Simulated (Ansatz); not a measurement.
## SiNH4F (SMILES N[SiH2]F): the energy to break a bond

The species is SiNH4F (7 atoms), meant as a singlet with charge 0. SMILES: `N[SiH2]F`. Geometry: optimised at PBE0/def2-SVP. This is one conformer, not always the lowest.

```xyz
7

N    -0.7635    0.3530   -0.6308
Si    0.5364   -0.1098    0.3752
F     0.5095   -1.6759    0.8327
H    -0.7926    0.0984   -1.6111
H    -1.6930    0.5090   -0.2587
H     0.4626    0.6841    1.6293
H     1.8018    0.0734   -0.3822
```

Wanted: the dissociation energy of the H7–Si2 bond into doublet H and doublet SiNH3F (shapes relaxed at PBE0/def2-SVP, no zero-point term). 1 Eh = 2625.50 kJ/mol = 27.2114 eV. Totals in Eh; open shells run unrestricted unless said.

```tsv
level	program	SiNH4F	doublet H	doublet SiNH3F
HF/def2-TZVP	Ansatz	-445.331033	-0.499810	-444.701393
PBE/def2-TZVP	Ansatz	-446.346880	-0.499616	-445.697918
wB97M-V/def2-TZVP	Ansatz	-446.594170	-0.494111	-445.938338
```

Work out the dissociation energy at each level.


1. HF/def2-TZVP: (-0.499810) + (-444.701393) − (-445.331033) = 0.129830 Eh = 340.9 kJ/mol = 3.53 eV.
2. PBE/def2-TZVP: (-0.499616) + (-445.697918) − (-446.346880) = 0.149346 Eh = 392.1 kJ/mol = 4.06 eV.
3. wB97M-V/def2-TZVP: (-0.494111) + (-445.938338) − (-446.594170) = 0.161721 Eh = 424.6 kJ/mol = 4.40 eV.

The levels span 341 to 425 kJ/mol; no measured value is set beside them. Hartree–Fock lacks the correlation of the bonding electrons, so it comes out low. A bond enthalpy at 298 K also holds the loss of zero-point energy and thermal terms.
